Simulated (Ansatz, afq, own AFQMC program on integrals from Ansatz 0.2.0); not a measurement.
# BNH, doublet: AFQMC among the cluster methods

```yaml
atoms:
  - { symbol: B, position_ang: [0.0000, 0.0000, 0.0386] }
  - { symbol: N, position_ang: [0.0000, 0.0000, -1.1078] }
  - { symbol: H, position_ang: [0.0000, 0.0000, 1.0692] }
```

Connectivity, by distances: BH–N.

Basis 6-31G. Only valence electrons are correlated. AFQMC by an in-house program on the Cholesky factors that Ansatz 0.2.0 writes for its CCSD(T) run. ph-AFQMC/CISD is guided by a CISD state made of CCSD amplitudes; releasing the constraint for a short imaginary time cuts its bias at the price of noise, slowly where states lie close. Free projection: walkers drawn from exp(T), propagated without any constraint. Its projection time is finite, and what remains of the start isn't in its error. Error bars are statistical, one sigma.

Determinant: ROHF, the one that the program's search chose, which needn't be the lowest solution. The geometry is a point of a scan.

Full CI on the same integrals is exact in this basis and with this determinant's frozen core.

Cautions: a spin-contaminated unrestricted determinant lies lower (UHF 162 meV lower, ⟨S²⟩ 0.83); the search met a lower determinant of the same kind, perhaps of another symmetry (177 meV lower), and this one is a saddle point; the released energies have errors that jump between times, so the bars are unsure, so no released level is given (meV from the phaseless value at times in 1/Eh: -61 ± 54 at 0.24, -9 ± 3 at 0.51, -12.6 ± 2.2 at 0.99, -14.5 ± 2.1 at 1.62, -13 ± 3 at 2.40).

```
T1 diagnostic                               : 0.0277
weight of the determinant in the CISD state : 0.909
size of the correlated space                : 9 electrons in 18 orbitals
```

Reference: full CI, correlation energy -4.429 eV.

```
        level  E − E(reference) (kJ/mol)  share of correlation (%)
           HF                      427.3                      0.00
          MP2                       59.4                     86.09
         CCSD                       14.8                     96.54
      CCSD(T)                        2.7                     99.37
        CCSDT                        0.8                     99.81
     CCSDT(Q)                        0.0                     99.99
       CCSDTQ                        0.1                     99.98
  ph-AFQMC/HF                 15.6 ± 2.3                     96.36
ph-AFQMC/CISD                  2.1 ± 0.4                     99.51
   free AFQMC                  0.0 ± 0.2                    100.00
```

CCSDT and higher add their correlation energy to the determinant of the CCSD(T) run, since their own runs factorise the integrals more tightly (a shift of under 2 meV). Free projections are given only where their last times agree within the noise and don't stop above the reference; a slow remainder of the start can still hide under it. A walk keeps the symmetry of its determinant, which the program's search chose and which needn't be the lowest solution, so a lower state of the same spin and another symmetry isn't excluded.
